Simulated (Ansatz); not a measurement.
# Al2P+ (quintet): the correlation ladder, cc-pVTZ

One table from this session's results is given with a row withheld; the runs are named, their logs left out.

The runs use Ansatz 0.2.0, Gaussian basis; cc-pVTZ, core rule «outside noble gas», up to 15 orbitals frozen.

Plan: UHF; CCSD(T) on ROHF; CCSD(T) on UHF; BCCD(T) on ROHF; CCSDT(Q) on ROHF; CCSDT(Q) on UHF.

12 further runs of the same task are left out: 7 for a known fault of the program, 5 set aside as unsound or not needed. Runs told in other sessions of the task aren't counted.

## The geometry

The geometry is a PBE0/def2-TZVP stationary point (not a proven minimum) of the parent state, kept for this charge and spin.

3 atoms, charge 1, spin multiplicity 5.

Atoms are counted from 1 here; the program's logs count them from 0.

Bond lengths: Al1–P2 2.259 Å, Al1–Al3 2.665 Å, P2–Al3 2.259 Å. Angles: P2–Al1–Al3 53.9°, Al1–P2–Al3 72.3°, Al1–Al3–P2 53.9°.

The first run:

Input file in.yaml:

```yaml
crystal:
  periodic: [false, false, false]
  atoms:
    - {symbol: Al, position_ang: [0.000000, -0.665301, -1.332700]}
    - {symbol: P, position_ang: [0.000000, 1.159099, 0.000000]}
    - {symbol: Al, position_ang: [0.000000, -0.665301, 1.332700]}
basis:
  gaussian: {orbitals: cc-pVTZ}
total_charge: 1
magnetization: {spin_polarized: true, initial_magnetization: 4}
hamiltonian: {xc: hf}
output: {orbitals: {seedname: orbitals}}
```

Launch:

```
> ansatz run in.yaml --threads 1 --pin off --events-out ev --progress --plain --max-ram 4096MiB --backend cpu
```

Among the steps run: UHF; CCSD(T) on ROHF; CCSD(T) on UHF; BCCD(T) on ROHF; CCSDT(Q) on ROHF; CCSDT(Q) on UHF.

One table of the session follows, with a row left open; its other results are not shown here.

It belongs to the step «Misses and costs». 

| method | from UCCSDT(Q) (meV) |
| --- | --- |
| ROHF | ? |
| UHF | +6413.0 |
| RMP2 | +1239.9 |
| UMP2 | +1278.1 |
| RCCSD | +482.4 |
| UCCSD | +468.4 |
| RCCSD(T) | +81.1 |
| UCCSD(T) | +81.0 |
| BCCD(T) | +81.1 |
| RCCSDT | +36.5 |
| UCCSDT | +31.9 |
| RCCSDT(Q) | +4.7 |
| UCCSDT(Q) | 0 |

Estimate the missing values for ROHF.

As computed: from UCCSDT(Q) (meV): +6607.4. In the column «from UCCSDT(Q) (meV)» it is the highest.

Caveats from the session: Restricted and unrestricted rows rest on different reference determinants; a gap between their highest levels can come from leftover correlation error, from unlike frozen cores or from another state.
